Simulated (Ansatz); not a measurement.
bcc Li was calculated with LDA (Ansatz, a program for electronic structure, plane waves, PAW).

Numerical settings: plane-wave cutoff 500 eV, 4×4×4 k mesh, Fermi–Dirac smearing 0.1 eV, cell of 54 sites, scalar-relativistic PAW data made under PBE.

**Question.** Predict the vacancy formation energy and vacancy formation energy before relaxation.

**Answer.** 
* **vacancy formation energy**: 0.54 eV
* **vacancy formation energy before relaxation**: 0.65 eV

Measured, for comparison: vacancy formation energy 0.4 eV (no zero-point or thermal correction, monovacancy; as tabulated in Riffe and Christensen (2024), arXiv:2406.09527). Computed (rounded) less measured: vacancy formation energy +0.14 eV.

Note: energies are extrapolated to zero smearing, and mesh and cell size move such values by some hundredths of an eV or more.

Computed values are for the static lattice.
